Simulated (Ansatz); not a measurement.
Harmonic vibrations of C$_{4}$H$_{5}$FS (`F/C=C1\CCS1`) by finite differences.

```yaml
crystal:
  periodic: [false, false, false]
  atoms:
    - {symbol: F, position_ang: [-2.648853, -0.633654, 0.080411]}
    - {symbol: C, position_ang: [-1.906981, 0.479005, -0.074028]}
    - {symbol: C, position_ang: [-0.588986, 0.407248, -0.050511]}
    - {symbol: C, position_ang: [0.364654, -0.741309, 0.121719]}
    - {symbol: C, position_ang: [1.639034, 0.112834, -0.024504]}
    - {symbol: S, position_ang: [0.651630, 1.644957, -0.221001]}
    - {symbol: H, position_ang: [-2.498222, 1.374989, -0.210339]}
    - {symbol: H, position_ang: [0.277026, -1.225269, 1.096814]}
    - {symbol: H, position_ang: [0.259575, -1.510560, -0.646100]}
    - {symbol: H, position_ang: [2.279204, 0.141059, 0.855601]}
    - {symbol: H, position_ang: [2.237117, -0.106300, -0.907561]}
basis:
  gaussian: {orbitals: def2-TZVP}
hamiltonian: {xc: pbe0, dispersion: d4}
phonons: {temperatures: {t_min: 298.15, t_max: 900, t_step: 200}}
```

```sh
$ ansatz run in.yaml --threads 4 --pin off --events-out ev --progress --plain --max-ram 10444MiB
```

It prints (some lines left out):

```
Functional definition: PBE0
mean field -17772.04353621 eV, -653.1105536319 hartree, gradient 4.3e-5 eV, S^2 0.000000; 0 other end points of the search recorded, 0 dependent functions left out
mean field -17772.04345402 eV, -653.1105506117 hartree, gradient 1.5e-6 eV, S^2 0.000000; 0 other end points of the search recorded, 0 dependent functions left out
mean field -17772.04351280 eV, -653.1105527717 hartree, gradient 1.5e-6 eV, S^2 0.000000; 0 other end points of the search recorded, 0 dependent functions left out
mean field -17772.04344024 eV, -653.1105501049 hartree, gradient 1.5e-6 eV, S^2 0.000000; 0 other end points of the search recorded, 0 dependent functions left out
mean field -17772.04345510 eV, -653.1105506513 hartree, gradient 1.5e-6 eV, S^2 0.000000; 0 other end points of the search recorded, 0 dependent functions left out
mean field -17772.04353113 eV, -653.1105534454 hartree, gradient 1.5e-6 eV, S^2 0.000000; 0 other end points of the search recorded, 0 dependent functions left out
mean field -17772.04352718 eV, -653.1105533000 hartree, gradient 1.5e-6 eV, S^2 0.000000; 0 other end points of the search recorded, 0 dependent functions left out
mean field -17772.04324216 eV, -653.1105428256 hartree, gradient 1.5e-6 eV, S^2 0.000000; 0 other end points of the search recorded, 0 dependent functions left out
mean field -17772.04329126 eV, -653.1105446301 hartree, gradient 1.5e-6 eV, S^2 0.000000; 0 other end points of the search recorded, 0 dependent functions left out
mean field -17772.04335997 eV, -653.1105471553 hartree, gradient 1.5e-6 eV, S^2 0.000000; 0 other end points of the search recorded, 0 dependent functions left out
mean field -17772.04334848 eV, -653.1105467330 hartree, gradient 1.5e-6 eV, S^2 0.000000; 0 other end points of the search recorded, 0 dependent functions left out
mean field -17772.04350334 eV, -653.1105524240 hartree, gradient 1.5e-6 eV, S^2 0.000000; 0 other end points of the search recorded, 0 dependent functions left out
mean field -17772.04350178 eV, -653.1105523665 hartree, gradient 1.5e-6 eV, S^2 0.000000; 0 other end points of the search recorded, 0 dependent functions left out
mean field -17772.04325588 eV, -653.1105433299 hartree, gradient 1.5e-6 eV, S^2 0.000000; 0 other end points of the search recorded, 0 dependent functions left out
mean field -17772.04327793 eV, -653.1105441405 hartree, gradient 1.5e-6 eV, S^2 0.000000; 0 other end points of the search recorded, 0 dependent functions left out
mean field -17772.04341023 eV, -653.1105490022 hartree, gradient 1.5e-6 eV, S^2 0.000000; 0 other end points of the search recorded, 0 dependent functions left out
mean field -17772.04341360 eV, -653.1105491261 hartree, gradient 1.5e-6 eV, S^2 0.000000; 0 other end points of the search recorded, 0 dependent functions left out
mean field -17772.04349397 eV, -653.1105520795 hartree, gradient 1.5e-6 eV, S^2 0.000000; 0 other end points of the search recorded, 0 dependent functions left out
mean field -17772.04350271 eV, -653.1105524009 hartree, gradient 1.5e-6 eV, S^2 0.000000; 0 other end points of the search recorded, 0 dependent functions left out
mean field -17772.04342377 eV, -653.1105495000 hartree, gradient 1.5e-6 eV, S^2 0.000000; 0 other end points of the search recorded, 0 dependent functions left out
mean field -17772.04340390 eV, -653.1105487695 hartree, gradient 1.5e-6 eV, S^2 0.000000; 0 other end points of the search recorded, 0 dependent functions left out
mean field -17772.04334329 eV, -653.1105465424 hartree, gradient 1.5e-6 eV, S^2 0.000000; 0 other end points of the search recorded, 0 dependent functions left out
mean field -17772.04338299 eV, -653.1105480014 hartree, gradient 1.5e-6 eV, S^2 0.000000; 0 other end points of the search recorded, 0 dependent functions left out
mean field -17772.04336973 eV, -653.1105475141 hartree, gradient 1.5e-6 eV, S^2 0.000000; 0 other end points of the search recorded, 0 dependent functions left out
mean field -17772.04334966 eV, -653.1105467762 hartree, gradient 1.5e-6 eV, S^2 0.000000; 0 other end points of the search recorded, 0 dependent functions left out
mean field -17772.04339592 eV, -653.1105484763 hartree, gradient 1.5e-6 eV, S^2 0.000000; 0 other end points of the search recorded, 0 dependent functions left out
mean field -17772.04334775 eV, -653.1105467062 hartree, gradient 1.5e-6 eV, S^2 0.000000; 0 other end points of the search recorded, 0 dependent functions left out
mean field -17772.04343471 eV, -653.1105499019 hartree, gradient 1.5e-6 eV, S^2 0.000000; 0 other end points of the search recorded, 0 dependent functions left out
mean field -17772.04345375 eV, -653.1105506015 hartree, gradient 1.5e-6 eV, S^2 0.000000; 0 other end points of the search recorded, 0 dependent functions left out
mean field -17772.04335817 eV, -653.1105470889 hartree, gradient 1.5e-6 eV, S^2 0.000000; 0 other end points of the search recorded, 0 dependent functions left out
mean field -17772.04336072 eV, -653.1105471827 hartree, gradient 1.5e-6 eV, S^2 0.000000; 0 other end points of the search recorded, 0 dependent functions left out
mean field -17772.04350110 eV, -653.1105523417 hartree, gradient 1.5e-6 eV, S^2 0.000000; 0 other end points of the search recorded, 0 dependent functions left out
mean field -17772.04345010 eV, -653.1105504676 hartree, gradient 1.5e-6 eV, S^2 0.000000; 0 other end points of the search recorded, 0 dependent functions left out
mean field -17772.04349687 eV, -653.1105521862 hartree, gradient 1.5e-6 eV, S^2 0.000000; 0 other end points of the search recorded, 0 dependent functions left out
mean field -17772.04341256 eV, -653.1105490878 hartree, gradient 1.5e-6 eV, S^2 0.000000; 0 other end points of the search recorded, 0 dependent functions left out
mean field -17772.04351770 eV, -653.1105529517 hartree, gradient 1.5e-6 eV, S^2 0.000000; 0 other end points of the search recorded, 0 dependent functions left out
mean field -17772.04353319 eV, -653.1105535211 hartree, gradient 1.5e-6 eV, S^2 0.000000; 0 other end points of the search recorded, 0 dependent functions left out
mean field -17772.04347776 eV, -653.1105514838 hartree, gradient 1.5e-6 eV, S^2 0.000000; 0 other end points of the search recorded, 0 dependent functions left out
mean field -17772.04350108 eV, -653.1105523410 hartree, gradient 1.5e-6 eV, S^2 0.000000; 0 other end points of the search recorded, 0 dependent functions left out
mean field -17772.04345494 eV, -653.1105506452 hartree, gradient 1.5e-6 eV, S^2 0.000000; 0 other end points of the search recorded, 0 dependent functions left out
mean field -17772.04345432 eV, -653.1105506224 hartree, gradient 1.5e-6 eV, S^2 0.000000; 0 other end points of the search recorded, 0 dependent functions left out
mean field -17772.04352952 eV, -653.1105533861 hartree, gradient 1.5e-6 eV, S^2 0.000000; 0 other end points of the search recorded, 0 dependent functions left out
mean field -17772.04352797 eV, -653.1105533293 hartree, gradient 1.5e-6 eV, S^2 0.000000; 0 other end points of the search recorded, 0 dependent functions left out
mean field -17772.04352297 eV, -653.1105531452 hartree, gradient 1.5e-6 eV, S^2 0.000000; 0 other end points of the search recorded, 0 dependent functions left out
mean field -17772.04351904 eV, -653.1105530009 hartree, gradient 1.5e-6 eV, S^2 0.000000; 0 other end points of the search recorded, 0 dependent functions left out
mean field -17772.04349676 eV, -653.1105521822 hartree, gradient 1.5e-6 eV, S^2 0.000000; 0 other end points of the search recorded, 0 dependent functions left out
mean field -17772.04351318 eV, -653.1105527857 hartree, gradient 1.5e-6 eV, S^2 0.000000; 0 other end points of the search recorded, 0 dependent functions left out
mean field -17772.04345318 eV, -653.1105505806 hartree, gradient 1.5e-6 eV, S^2 0.000000; 0 other end points of the search recorded, 0 dependent functions left out
mean field -17772.04344775 eV, -653.1105503810 hartree, gradient 1.5e-6 eV, S^2 0.000000; 0 other end points of the search recorded, 0 dependent functions left out
mean field -17772.04352346 eV, -653.1105531633 hartree, gradient 1.5e-6 eV, S^2 0.000000; 0 other end points of the search recorded, 0 dependent functions left out
mean field -17772.04351818 eV, -653.1105529693 hartree, gradient 1.5e-6 eV, S^2 0.000000; 0 other end points of the search recorded, 0 dependent functions left out
mean field -17772.04347387 eV, -653.1105513412 hartree, gradient 1.5e-6 eV, S^2 0.000000; 0 other end points of the search recorded, 0 dependent functions left out
mean field -17772.04348311 eV, -653.1105516807 hartree, gradient 1.5e-6 eV, S^2 0.000000; 0 other end points of the search recorded, 0 dependent functions left out
mean field -17772.04347188 eV, -653.1105512679 hartree, gradient 1.5e-6 eV, S^2 0.000000; 0 other end points of the search recorded, 0 dependent functions left out
mean field -17772.04348220 eV, -653.1105516472 hartree, gradient 1.5e-6 eV, S^2 0.000000; 0 other end points of the search recorded, 0 dependent functions left out
mean field -17772.04349592 eV, -653.1105521514 hartree, gradient 1.5e-6 eV, S^2 0.000000; 0 other end points of the search recorded, 0 dependent functions left out
mean field -17772.04348625 eV, -653.1105517960 hartree, gradient 1.5e-6 eV, S^2 0.000000; 0 other end points of the search recorded, 0 dependent functions left out
mean field -17772.04352463 eV, -653.1105532065 hartree, gradient 1.5e-6 eV, S^2 0.000000; 0 other end points of the search recorded, 0 dependent functions left out
mean field -17772.04352002 eV, -653.1105530369 hartree, gradient 1.5e-6 eV, S^2 0.000000; 0 other end points of the search recorded, 0 dependent functions left out
mean field -17772.04346346 eV, -653.1105509584 hartree, gradient 1.5e-6 eV, S^2 0.000000; 0 other end points of the search recorded, 0 dependent functions left out
mean field -17772.04345855 eV, -653.1105507781 hartree, gradient 1.5e-6 eV, S^2 0.000000; 0 other end points of the search recorded, 0 dependent functions left out
mean field -17772.04350270 eV, -653.1105524006 hartree, gradient 1.5e-6 eV, S^2 0.000000; 0 other end points of the search recorded, 0 dependent functions left out
mean field -17772.04348733 eV, -653.1105518355 hartree, gradient 1.5e-6 eV, S^2 0.000000; 0 other end points of the search recorded, 0 dependent functions left out
mean field -17772.04351969 eV, -653.1105530247 hartree, gradient 1.5e-6 eV, S^2 0.000000; 0 other end points of the search recorded, 0 dependent functions left out
mean field -17772.04351814 eV, -653.1105529680 hartree, gradient 1.5e-6 eV, S^2 0.000000; 0 other end points of the search recorded, 0 dependent functions left out
mean field -17772.04346034 eV, -653.1105508437 hartree, gradient 1.5e-6 eV, S^2 0.000000; 0 other end points of the search recorded, 0 dependent functions left out
mean field -17772.04346079 eV, -653.1105508602 hartree, gradient 1.5e-6 eV, S^2 0.000000; 0 other end points of the search recorded, 0 dependent functions left out
Total energy: -17772.26366542 eV, -653.1186432311 hartree
Atom 0 at    -2.648853    -0.633654     0.080411 Å, force    -0.000622     0.000256     0.000438 eV/Å
Atom 1 at    -1.906981     0.479005    -0.074028 Å, force     0.002586     0.000586     0.000583 eV/Å
Atom 2 at    -0.588986     0.407248    -0.050511 Å, force    -0.003224    -0.001595    -0.001613 eV/Å
Atom 3 at     0.364654    -0.741309     0.121719 Å, force     0.000071    -0.000531     0.002971 eV/Å
Atom 4 at     1.639034     0.112834    -0.024504 Å, force     0.000852    -0.002447    -0.000642 eV/Å
Atom 5 at     0.651630     1.644957    -0.221001 Å, force     0.000465     0.002443    -0.001138 eV/Å
Atom 6 at    -2.498222     1.374989    -0.210339 Å, force    -0.000350    -0.000609     0.000422 eV/Å
Atom 7 at     0.277026    -1.225269     1.096814 Å, force    -0.000073    -0.000475    -0.001023 eV/Å
Atom 8 at     0.259575    -1.510560    -0.646100 Å, force     0.000251     0.001538    -0.000995 eV/Å
Atom 9 at     2.279204     0.141059     0.855601 Å, force    -0.000561     0.000624     0.000170 eV/Å
Atom 10 at     2.237117    -0.106300    -0.907561 Å, force     0.000604     0.000210     0.000827 eV/Å
Dipole moment:     0.325745    -0.125281     0.016226 e Å
Vibrations: 51.71 177.95 251.25 407.17 426.11 556.28 759.01 787.46 809.56 819.32 960.18 985.22 1068.12 1101.06 1159.41 1221.12 1233.62 1279.25 1354.30 1460.95 1489.80 1762.73 3074.58 3100.89 3118.28 3159.88 3230.83 cm⁻¹, zero-point energy 2.219691 eV
```

It took 120 s on 4 threads of a server CPU on a shared host, with 0.71 GiB of host memory at the peak.
